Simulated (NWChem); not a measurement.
Species: propane (C$_{3}$H$_{8}$); SMILES CCC

Results from NWChem. Coordinates come from a PBE0/def2-SVP optimisation. B3LYP is NWChem's, with the RPA form of VWN correlation.

Q: Estimate the computed values for B3LYP/cc-pVTZ. Quantities: highest occupied level (eV); orbital gap (eV); dipole (D).

A: 
| Property | Value |
|---|---|
| highest occupied level (eV) | -8.90 |
| orbital gap (eV) | 9.87 |
| dipole (D) | 0.09 |
